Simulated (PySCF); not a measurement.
## Peak assignment

Atoms are numbered as in `[CH:1]#[C:2][C@@H:3]1[CH2:4][C@@H:5]1[CH3:6]`; H(Xn) means a hydrogen on atom n. Ha(C4) is cis to C2 on the ring; Hb(C4) is trans to C2 on the ring.

[PySCF 2.14.0 with density-fitted response routines: B3LYP/pcJ-1 coupling constants (without the spin–dipole term); structure optimised with GFN2-xTB; shieldings: GIAO PBE0/pcSseg-1; relativity neglected; single conformer; no solvent model; rapidly exchanging positions averaged]

Chemical shifts δ = σref − σ; $^{13}$C, $^{1}$H against TMS, all at this level.

**Question.** Assign these signals to the numbered atoms. $^{13}$C{$^{1}$H} NMR (computed): δ 90.1 (C), 72.0 (CH), 17.6 (CH2), 17.5 (CH3), 16.2 (CH), 8.2 (CH).

**Answer.** 
90.1 → C2, alkyne carbon: sp carbons lie upfield of alkene carbons because the cylindrical π system leaves one tensor component strongly shielded
72.0 → C1, terminal alkyne carbon: the triple bond shields along its axis, which puts it between sp3 and sp2 carbons
17.6 → C4, three-membered-ring carbon: carbons of three-membered rings are unusually shielded
17.5 → C6, methyl carbon: a saturated carbon with 1 carbon neighbour and no heteroatom attached
16.2 → C5, three-membered-ring carbon: carbons of three-membered rings are unusually shielded
8.2 → C3, three-membered-ring carbon

C4 and C6; C6 and C5 lie closer than the usual error of such a calculation, so a measured spectrum could show them in the other order.

**Question.** Assign these signals to the numbered atoms. $^{1}$H NMR (600 MHz, computed): δ 1.45 (tdd, J = 9.5, 5.9, 3.2 Hz, 1H), 1.31 (d, J = 6.4 Hz, 3H), 1.15 (d, J = 3.2 Hz, 1H), 0.95 (t of quint, J = 9.2, 6.4 Hz, 1H), 0.83 (td, J = 9.3, 6.1 Hz, 1H), 0.17 (q, J = 6.1 Hz, 1H).

**Answer.** 
1.45 → H(C3), hydrogen on a three-membered-ring carbon: cyclopropane-type protons are shielded by the ring
1.31 → H(C6), hydrogen on a methyl carbon: far from electronegative atoms and π systems
1.15 → H(C1), hydrogen on a terminal alkyne carbon: it lies on the axis of the triple bond, in its shielding cone
0.95 → H(C5), hydrogen on a three-membered-ring carbon: cyclopropane-type protons are shielded by the ring
0.83 → Hb(C4), hydrogen on a three-membered-ring carbon
0.17 → Ha(C4), hydrogen on a three-membered-ring carbon

Splittings below 1 Hz are ignored in the labels, and close J values are merged. Unscaled 3J(H,H) at this level run about 10 % above measured values. Shifts are as computed. Against solution values, carbons near 30 ppm lie about +3 ppm off and those near 130 ppm about +5 ppm. Of 1211 compounds with measured shifts, 218 miss one by over three times the rms of a fit or turn the order of signals round; such compounds aren't used in these exercises.
